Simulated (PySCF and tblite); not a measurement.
Values are calculated unless marked as measured or tabulated.
C₃H₇Cl, numbered as in [CH3:1][CH2:2][CH2:3][Cl:4]. The same 2 conformers on PBE0-D3(BJ)/def2-SVP geometries, with only the solvent of the single-point energies changed (functional PBE0, basis set def2-TZVP, D3(BJ) where defined; PySCF).

Torsions listed: C1–C2–C3–Cl4. Of a mirror pair one member is shown.

```tsv
conformer	shape	symmetry	dipole D
1	-63°	C1 (pair)	2.05
2	180°	Cs	2.14
```

Energies (kcal/mol) above conformer 1 and its weight at 298.15 K (thermal terms from GFN2-xTB):

| solvent | E(2) − E(1) | weight of 1 (%) | dipole of 1 (D) | of 2 |
| --- | --- | --- | --- | --- |
| gas phase | 0.18 | 71 | 2.05 | 2.14 |
| cyclohexane | 0.12 | 69 | 2.32 | 2.40 |
| chloroform | 0.09 | 68 | 2.55 | 2.60 |
| acetone | ? | ? | ? | ? |
| water | 0.09 | 68 | 2.78 | 2.78 |

Problem. What does acetone give?

Solution. E(2) − E(1) = 0.09 kcal/mol, weight of conformer 1 68 %, dipoles 2.73 and 2.74 D.

Problem. How much does the choice of solvent matter?

Solution. The widest range is that of E(2) − E(1), which runs from 0.09 (acetone) to 0.18 kcal/mol (gas phase), a spread of 0.09, against RT = 0.59.
